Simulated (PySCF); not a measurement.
F₂, triplet, geometry from GFN2-xTB of the parent state (a higher spin typed on purpose: for a closed-shell molecule this is an excited state); PySCF with CAMB3LYP/6-31G**.

The PySCF input:
```python
from pyscf import gto, scf, dft

mol = gto.Mole()
mol.atom = '''
    F    -0.000000   -0.000000   -0.701582
    F     0.000000    0.000000    0.701582
'''
mol.basis = '6-31g**'
mol.charge = 0
mol.spin = 2
mol.verbose = 4
mol.build()

mf = dft.UKS(mol)
mf.xc = 'camb3lyp'
mf.kernel()
```

Write the output that PySCF gives for this input, abridged.


```
PySCF version 2.14.0

[INPUT] verbose = 4
[INPUT] num. atoms = 2
[INPUT] num. electrons = 18
[INPUT] charge = 0
[INPUT] spin (= nelec alpha-beta = 2S) = 2
[INPUT] symmetry False subgroup None
[INPUT] Mole.unit = angstrom
[INPUT] Symbol           X                Y                Z      unit          X                Y                Z       unit  Magmom
[INPUT]  1 F      0.000000000000   0.000000000000  -0.701582000000 AA    0.000000000000   0.000000000000  -1.325797833925 Bohr   0.0
[INPUT]  2 F      0.000000000000   0.000000000000   0.701582000000 AA    0.000000000000   0.000000000000   1.325797833925 Bohr   0.0

nuclear repulsion = 30.5476438139234
number of shells = 12
number of NR pGTOs = 54
number of NR cGTOs = 28
basis = 6-31g**
ecp = {}

******** <class 'pyscf.dft.uks.UKS'> ********
method = UKS
initial guess = minao
damping factor = 0
level_shift factor = 0
DIIS = <class 'pyscf.scf.diis.CDIIS'>
diis_start_cycle = 1
diis_space = 8
diis_damp = 0
SCF conv_tol = 1e-09
SCF conv_tol_grad = None
SCF max_cycles = 50
direct_scf = True
direct_scf_tol = 1e-13
number electrons alpha = 10  beta = 8
XC library pyscf.dft.libxc version 7.1.2
    S. Lehtola, C. Steigemann, M. J. T. Oliveira, and M. A. L. Marques,  SoftwareX 7, 1–5 (2018)
XC functionals = camb3lyp
    T. Yanai, D. P. Tew, and N. C. Handy,  Chem. Phys. Lett. 393, 51 (2004)
radial grids:
    Treutler-Ahlrichs [JCP 102, 346 (1995); DOI:10.1063/1.469408] (M4) radial grids

becke partition: Becke, JCP 88, 2547 (1988); DOI:10.1063/1.454033
pruning grids: <function nwchem_prune>
grids dens level: 3
symmetrized grids: False
atomic radii adjust function: <function treutler_atomic_radii_adjust>
small_rho_cutoff = 0
Set gradient conv threshold to 3.16228e-05
tot grids = 28528
init E= -199.415884363271

cycle= 1 E= -199.323276275188  delta_E= 0.0926  |g|= 0.145  |ddm|= 1.13
cycle= 2 E= -199.330914874431  delta_E= -0.00764  |g|= 0.0593  |ddm|= 0.117
cycle= 3 E= -199.331985572792  delta_E= -0.00107  |g|= 0.0176  |ddm|= 0.0536
cycle= 4 E= -199.3321017227  delta_E= -0.000116  |g|= 0.00425  |ddm|= 0.0128
cycle= 5 E= -199.332108842213  delta_E= -7.12e-06  |g|= 0.000391  |ddm|= 0.00338
cycle= 6 E= -199.332108949018  delta_E= -1.07e-07  |g|= 2.45e-05  |ddm|= 0.000492
cycle= 7 E= -199.332108949443  delta_E= -4.25e-10  |g|= 1.88e-06  |ddm|= 2.89e-05
Extra cycle  E= -199.332108949445  delta_E= -2.22e-12  |g|= 4.38e-07  |ddm|= 1.68e-06
converged SCF energy = -199.332108949445  <S^2> = 2.005193  2S+1 = 3.00346
```
